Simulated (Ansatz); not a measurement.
CH$_{5}$OSi, SMILES `CO[SiH2]` radical. Charge 0, multiplicity 2. Geometry: relaxed with PBE0-D4/def2-TZVP.

```xyz
8

C     0.681   -0.913    0.294
O    -0.177    0.135    0.681
Si   -1.180    0.927   -0.355
H     1.418   -1.059    1.086
H     1.211   -0.681   -0.637
H     0.126   -1.847    0.158
H    -1.645    2.139    0.373
H    -0.433    1.298   -1.600
```

Q: What is the dipole moment at r2SCAN/def2-TZVPP? (Estimate.)

A: The calculation gave: 1.23 D, with components (0.70, -0.89, -0.48) D in this frame, pointing from negative to positive charge.

Q: And with PBE, B3LYP, ωB97M-V? (Best estimate.)

A: Ansatz gave: PBE 1.22 D, B3LYP 1.24 D, ωB97M-V 1.24 D.

Q: Give the Mulliken charges with r2SCAN, ωB97M-V, PBE in def2-TZVPP. (Estimate.)

A: Ansatz gave: 
| atom | r2SCAN | ωB97M-V | PBE |
| --- | --- | --- | --- |
| C1 | 0.02 | -0.17 | -0.14 |
| O2 | -0.36 | -0.33 | -0.28 |
| Si3 | 0.30 | 0.20 | 0.21 |
| H4 | 0.06 | 0.12 | 0.11 |
| H5 | 0.06 | 0.11 | 0.10 |
| H6 | 0.06 | 0.12 | 0.10 |
| H7 | -0.06 | -0.02 | -0.04 |
| H8 | -0.08 | -0.04 | -0.06 |

B3LYP here is the variant with VWN-RPA as its local correlation; programs differ in this.
